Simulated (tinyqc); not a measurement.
Worked calculation: extended Hueckel theory, for CH4. One step of it, computed by the program tinyqc.

Task: Wolfsberg-Helmholz matrix. H_ij = K' S_ij (H_ii + H_jj)/2 for i != j (the diagonal keeps H_ii), with K' = K + D^2 + D^4 (1 - K), D = (H_ii - H_jj)/(H_ii + H_jj), K = 1.75.

overlap S:
```
           1C 2s     1C 2px     1C 2py     1C 2pz     2H 1s      3H 1s      4H 1s      5H 1s
1C 2s   1.000000   0.000000   0.000000   0.000000  0.517179   0.517179   0.517179   0.517179
1C 2px  0.000000   1.000000   0.000000   0.000000  0.292108   0.292108  -0.292108  -0.292108
1C 2py  0.000000   0.000000   1.000000   0.000000  0.292108  -0.292108   0.292108  -0.292108
1C 2pz  0.000000   0.000000   0.000000   1.000000  0.292108  -0.292108  -0.292108   0.292108
2H 1s   0.517179   0.292108   0.292108   0.292108  1.000000   0.166495   0.166495   0.166495
3H 1s   0.517179   0.292108  -0.292108  -0.292108  0.166495   1.000000   0.166495   0.166495
4H 1s   0.517179  -0.292108   0.292108  -0.292108  0.166495   0.166495   1.000000   0.166495
5H 1s   0.517179  -0.292108  -0.292108   0.292108  0.166495   0.166495   0.166495   1.000000
```

diagonal H_ii (eV): 1C 2s -21.400000, 1C 2px -11.400000, 1C 2py -11.400000, 1C 2pz -11.400000, 2H 1s -13.600000, 3H 1s -13.600000, 4H 1s -13.600000, 5H 1s -13.600000

K = 1.750000

Give: H.

Result:

H (eV):
```
          1C 2s   1C 2px   1C 2py   1C 2pz    2H 1s    3H 1s    4H 1s    5H 1s
1C 2s   -21.400    0.000    0.000    0.000  -16.271  -16.271  -16.271  -16.271
1C 2px    0.000  -11.400    0.000    0.000   -6.418   -6.418    6.418    6.418
1C 2py    0.000    0.000  -11.400    0.000   -6.418    6.418   -6.418    6.418
1C 2pz    0.000    0.000    0.000  -11.400   -6.418    6.418    6.418   -6.418
2H 1s   -16.271   -6.418   -6.418   -6.418  -13.600   -3.963   -3.963   -3.963
3H 1s   -16.271   -6.418    6.418    6.418   -3.963  -13.600   -3.963   -3.963
4H 1s   -16.271    6.418   -6.418    6.418   -3.963   -3.963  -13.600   -3.963
5H 1s   -16.271    6.418    6.418   -6.418   -3.963   -3.963   -3.963  -13.600
```
